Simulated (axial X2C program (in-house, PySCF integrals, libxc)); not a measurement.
NaN⁺: from Re and ωe to a spectrum

A bond curve at the CCSD(T) level, 2c, was computed with an axial X2C code built on PySCF integrals (basis Na dyall-cv3z [9s8p5d2f], N dyall-av3z [7s7p3d2f] (cores contracted in-house)) for the state Ω = 3/2 (⟨Sz⟩ = 1.50, ⟨Lz⟩ = 0.00 at HF). Its fit gives Re = 2.6559 Å, ωe = 139.4 cm⁻¹, ωexe = 5.7 cm⁻¹ and αe = 1.166e-02 cm⁻¹; the masses are 22.9898 and 14.0031 u. Two-component means X2C with spin–orbit coupling and atomic mean-field Coulomb and Gaunt terms.

Correlated methods: 13 electrons correlated (number of frozen shells: Na 1 s; N 1 s), 221 virtual spin orbitals or spinors in MP2, 90 natural virtuals in coupled cluster.

Find the reduced mass, Be and the force constant.

From the CCSD(T) values: μ = 8.7024 u. Be = 16.8576/(μ Re²) = 0.2746 cm⁻¹. k = 5.8918×10⁻⁷ μ ωe² = 0.0996 mdyn/Å.

A Morse curve ties αe to the other constants (Pekeris). How well does that hold?

αe(Morse) = 6Be²/ωe × (√(ωexe/Be) − 1) = 1.154e-02 cm⁻¹; the CCSD(T) curve gives 1.166e-02 cm⁻¹, a ratio of 0.99.

Estimate the centrifugal constant by the Kratzer relation.

D = 4Be³/ωe² = 4.26e-06 cm⁻¹.

Where do the fundamental and the first overtone lie?

ν(1←0) = ωe − 2ωexe = 128.0 cm⁻¹; ν(2←0) = 2ωe − 6ωexe = 244.6 cm⁻¹.

Estimate De from a Morse curve and compare with the computed well depth of 0.112 eV to Na+ + N.

De(Morse) = ωe²/(4ωexe) = 0.106 eV against 0.112 eV computed, a ratio of 0.95. For De the Morse form works well here.

The state is one determinant whose occupation by symmetry is held fixed; it was picked as the lowest of a PBE0 search that is not exhaustive. Dissociation energies refer to the lowest single-determinant-based atoms at the same level and basis. Coupled cluster ran in a truncated set of natural virtual spinors; the MP2 energy of the rest was added. (T) has no such correction and the atoms are truncated less, which lowers De at CCSD(T) by a hundredth of an eV or more. With several unpaired electrons one determinant need not be a pure state. This is the top spin component of a Σ state; components of lower Ω are not single determinants and can lie lower. The bond is weak, and without diffuse functions and with truncated virtuals even CCSD(T) can be tens of per cent off in De.
